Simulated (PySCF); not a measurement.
Start geometry of `N/C(F)=C/C=[NH2+]` from GFN2-xTB (Å):
```
atom  x, y, z in Å
N1     2.2759    0.0630   -0.2582
C2     0.9981    0.1865    0.0294
F3     0.7410    1.1326    0.9238
C4    -0.0443   -0.5544   -0.4992
C5    -1.3934   -0.4177   -0.1892
N6    -1.9421    0.4241    0.6487
H7     2.9557    0.6619    0.1928
H8     2.6030   -0.6205   -0.9237
H9     0.2216   -1.3092   -1.2208
H10   -2.0736   -1.0877   -0.7027
H11   -1.3986    1.0922    1.1807
H12   -2.9420    0.4285    0.7922
```

Question: What comes out of this run: CAM-B3LYP/def2-SVP geometry optimisation, gas phase (PySCF 2.14.0)?

Answer: 
```
atom  x, y, z in Å
N1     2.2742    0.2593   -0.3498
C2     1.0037    0.2516   -0.0140
F3     0.7382    0.9723    1.0516
C4    -0.0342   -0.4136   -0.6505
C5    -1.3689   -0.3765   -0.2499
N6    -1.9168    0.2608    0.7610
H7     2.9440    0.7872    0.2049
H8     2.6083   -0.2586   -1.1565
H9     0.2096   -1.0082   -1.5296
H10   -2.0710   -0.9573   -0.8568
H11   -1.3783    0.8372    1.4007
H12   -2.9163    0.1910    0.9268
```

The energy falls by 2.0 kJ/mol over 10 energy and gradient evaluations, the largest force component goes from 0.0087 to 3.1e-04 Eh/bohr, and the atoms move by 0.022 Å rms after alignment. The bond that changes most is C2–F3 (vinylic C–F carbon to vinyl fluorine), which shortens by 0.014 Å. Bonds longer at the end by more than 0.005 Å: 6 of 11; shorter: 1. Rotational constants go from 8204, 2502, 1917 to 8313, 2502, 1923 MHz. The orientation of the end geometry is arbitrary; only internal coordinates are fixed.

The run used 114 basis functions and 68 SCF cycles in all.

Not checked by CAM-B3LYP/def2-SVP frequencies. Geometry: CAM-B3LYP/def2-SVP, one conformer, isolated ion.
